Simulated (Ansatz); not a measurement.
in.yaml

```yaml
crystal:
  periodic: [false, false, false]
  atoms:
    - {symbol: Ge, position_ang: [0.002337, -0.001845, -2.325178]}
    - {symbol: B, position_ang: [0.001504, -0.017987, -0.363374]}
    - {symbol: N, position_ang: [0.049468, 0.041323, 0.833460]}
    - {symbol: H, position_ang: [-0.053309, -0.021491, 1.855093]}
basis:
  gaussian: {orbitals: cc-pVDZ, fitting: {mean_field: def2-universal-jkfit}}
magnetization: {spin_polarized: false, initial_magnetization: 3}
correlation: {method: bccd_t, electrons: outside_noble_gas}
```

```sh
$ ansatz run in.yaml --threads 1 --pin off --events-out ev --progress --plain --max-ram 2393MiB
```

The program prints:

```
436 factors; integrals over basis functions are off by at most 1.9e-1 eV
mean field evaluation 1: about -58635.2386 eV, gradient 3.6e1 eV
mean field evaluation 2: about -58627.8888 eV, gradient 5.2e1 eV
mean field evaluation 4: about -58639.8814 eV, gradient 4.6e0 eV
mean field evaluation 8: about -58640.0470 eV, gradient 5.7e-4 eV
mean field evaluation 16: about -58640.0466 eV, gradient 2.3e-1 eV
mean field evaluation 32: about -58637.8370 eV, gradient 5.5e-2 eV
mean field evaluation 64: about -58633.0207 eV, gradient 6.4e-2 eV
mean field evaluation 96: about -58637.2573 eV, gradient 9.4e0 eV
mean field evaluation 128: about -58637.8197 eV, gradient 1.9e0 eV
mean field evaluation 160: about -58634.9158 eV, gradient 1.3e-1 eV
mean field evaluation 192: about -58634.1155 eV, gradient 1.2e0 eV
mean field evaluation 224: about -58634.2213 eV, gradient 7.6e-1 eV
mean field evaluation 256: about -58633.4432 eV, gradient 3.1e-1 eV
mean field evaluation 288: about -58634.1691 eV, gradient 1.7e-1 eV
mean field -58640.04698178 eV, -2154.9819789288 hartree, gradient 2.7e-6 eV, S^2 3.750000; 5 other end points of the search recorded, 0 dependent functions left out
mean field evaluation 320: about -58637.9584 eV, gradient 3.1e0 eV
determinant -58640.04698178 eV, -2154.9819789288 hartree, with singles and doubles -58648.24187914 eV, -2155.2831358521 hartree
determinant -58637.84479142 eV, -2154.9010499258 hartree, with singles and doubles -58645.62697933 eV, -2155.1870400565 hartree
determinant -58637.79802674 eV, -2154.8993313557 hartree, with singles and doubles -58645.64565807 eV, -2155.1877264878 hartree
16 core orbitals not correlated: weight in the atoms' cores, before any rotation towards them, 1.000 or more for the frozen orbitals, at most 0.000 for the correlated occupied ones
reference -58640.04698178 eV, -2154.9819789288 hartree; 8, 5 occupied and 36, 39 virtual orbitals, 436 factors
second order -7.59815840 eV of doubles, -0.01569377 eV of singles
cycle   1  -8.16806893 eV  change    2.7e-2 eV  update   1.5e-2
cycle   2  -8.17148779 eV  change   -3.4e-3 eV  update   5.6e-3
cycle   3  -8.17214105 eV  change   -6.5e-4 eV  update   2.9e-3
cycle   4  -8.16976500 eV  change    2.4e-3 eV  update   1.3e-3
cycle   5  -8.17074194 eV  change   -9.8e-4 eV  update   6.1e-4
cycle   6  -8.17090195 eV  change   -1.6e-4 eV  update   2.2e-4
cycle   7  -8.17088228 eV  change    2.0e-5 eV  update   7.0e-5
cycle   8  -8.17091319 eV  change   -3.1e-5 eV  update   3.0e-5
cycle   9  -8.17091992 eV  change   -6.7e-6 eV  update   1.5e-5
perturbative correction -0.35480224 eV, -0.0130387419 hartree
Total energy: -58648.57270394 eV, -2155.2952934394 hartree
```

Ran on 1 thread of Arm Neoverse V1, shared host: 12 s wall, 0.16 GiB peak host memory.
